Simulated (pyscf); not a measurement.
Optimised with ωB97X-D3(BJ)/def2-SVP in PySCF.

### Question
PBE/def2-TZVP puts the barrier of HO–Sn•(Cl)–Cl (SMILES [OH][Sn]([Cl])[Cl]) + HCl (SMILES Cl) -> H₂O (SMILES O) + Cl–Sn•(Cl)–Cl (SMILES [Cl][Sn]([Cl])[Cl]) (four-centre exchange; doublet surface; O–Sn, Cl–H broken, H–O, Cl–Sn formed) at -6.8 kcal/mol and the reaction energy at -14.1 kcal/mol, from the separated reactants. What do r²SCAN/def2-TZVP, M06-2X/def2-TZVP, ωB97M-D3(BJ)/def2-TZVP give on the same structures?

### Answer
r²SCAN: ΔE‡ = -6.7 kcal/mol, ΔE = -14.5 kcal/mol; M06-2X: ΔE‡ = -5.7 kcal/mol, ΔE = -15.5 kcal/mol; ωB97M-D3(BJ): ΔE‡ = -3.8 kcal/mol, ΔE = -14.9 kcal/mol. PBE's barrier matches one of them and lies within 3.0 kcal/mol of the others. Its reaction energy lies over all of them, by 0.3 to 1.3 kcal/mol. On the reactant side the descent ends in a complex, 7.0 kcal/mol under the separated species and 1.7 kcal/mol under the saddle at ωB97X-D3(BJ)/def2-TZVP. On the product side the descent ends in an adduct with a O–Sn contact, 10.0 kcal/mol under the separated species and 22.1 kcal/mol under the saddle at ωB97X-D3(BJ)/def2-TZVP. At PBE, r²SCAN, M06-2X, ωB97M-D3(BJ) the saddle lies under the separated reactants, which points to a path from their complex (located at ωB97X-D3(BJ) alone). What is counted as broken (O–Sn) persists as a longer contact in the product adduct; parting that adduct is a step of its own. This is the saddle that the search found; another between the same sides may lie lower. Elements past Kr carry the def2 core potentials, without spin-orbit coupling.
